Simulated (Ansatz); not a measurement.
Results of revPBE in Ansatz (plane waves, PAW) for hcp Mg.

Run with plane-wave cutoff 520 eV, 18×18×12 k mesh (along the axes of the cell as run), Fermi–Dirac smearing 0.05 eV, scalar-relativistic PAW data made under PBE.

Energies at three volumes about the minimum:

| V (Å³/atom) | E − E_lowest (meV/atom) |
|---|---|
| 23.092 | 1.05 |
| 23.563 | 0.00 |
| 24.034 | 0.97 |

Question: Fit a parabola by hand: where is the minimum, and what is the bulk modulus?

Answer: Slopes: (0.00 − 1.05)/(23.563 − 23.092) = -2.229 and (0.97 − 0.00)/(24.034 − 23.563) = 2.059 meV/Å³. Curvature E″ = 2 × (2.059 − (-2.229))/(24.034 − 23.092) = 9.104 meV/Å⁶. From the middle of the first interval, the slope vanishes at V0 = 23.3275 − (-2.229)/9.104 = 23.572 Å³/atom. B = V0 E″ = 23.572 × 9.104 meV/Å³ × 0.1602 GPa per meV/Å³ = 34.4 GPa. The full Birch–Murnaghan fit to all volumes gives V0 = 23.565 Å³/atom and B0 = 34.4 GPa.

Shape and atoms are relaxed at each volume.

Measured, for comparison: bulk modulus 38.6 GPa (copied from a table, unchecked, extrapolated to 0 K and zero-point effects removed; as tabulated in Lejaeghere et al. (2013), arXiv:1204.2733). Computed (rounded) less measured: bulk modulus not scored (unchecked).

Note: the bulk modulus comes from volumes at which shape and atoms were relaxed.

Ansatz is a program for electronic structure.
